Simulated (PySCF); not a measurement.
C2H3NO2.
Atom-mapped SMILES: `[H]/[N:1]=[CH:2]\[C:3](=[O:4])[OH:5]` (hydrogens: H6 on N1; H7 on C2; H8 on O5)

Theory: EOM-IP-CCSD/aug-cc-pVDZ in PySCF, restricted Hartree–Fock reference, 5 core orbitals frozen, non-relativistic, gas phase, PBE0-D3(BJ)/def2-SVP geometry.

Hartree–Fock orbital energies give these Koopmans values (eV): HOMO 12.39, HOMO-1 12.66, HOMO-2 13.65, HOMO-3 14.09, HOMO-4 16.89, HOMO-5 17.37, HOMO-6 18.05, HOMO-7 19.98.

Task: What vertical ionisation energies does EOM-IP-CCSD give?

Result: 
```tsv
leading hole (HF orbital)	Koopmans (eV)	EOM-IP-CCSD (eV)	change (eV)	one-hole share
HOMO	12.39	10.82	-1.57	0.95
HOMO-2	13.65	11.64	-2.01	0.94
HOMO-1	12.66	12.29	-0.37	0.94
HOMO-3	14.09	13.01	-1.08	0.95
HOMO-4	16.89	14.98	-1.91	0.94
HOMO-5	17.37	15.79	-1.58	0.95
HOMO-6	18.05	16.45	-1.60	0.92
HOMO-7	19.98	17.56	-2.42	0.93
```

Task: Does the order of the lines follow the orbital energies?

Result: No: the HOMO-2 hole (11.64 eV) falls below the HOMO-1 hole (12.29 eV). The corrections run from -2.42 to -0.37 eV, with a mean of -1.57 eV over the 8 lines; no line lies above its Koopmans value.

Task: At what kinetic energies would He I light (21.22 eV) eject these electrons?

Result: 10.40 eV (HOMO), 9.58 eV (HOMO-2), 8.93 eV (HOMO-1), 8.21 eV (HOMO-3), 6.24 eV (HOMO-4), 5.43 eV (HOMO-5), 4.77 eV (HOMO-6), 3.66 eV (HOMO-7).

One root was sought for each valence orbital with −ε under 21 eV, eight at most, so deeper holes and satellites are missing; no vibrational structure.

Time: 4.0 min of wall time. Hardware: one thread of an Arm Neoverse V2, on a shared host.

Shape of the structure used: `[H]/[N:1]=[CH:2]\[C:3](=[O:4])[OH:5]`: N1–C2–C3–O4 0°, H–O5–C3–C2 180°.

One conformer stands for the species.
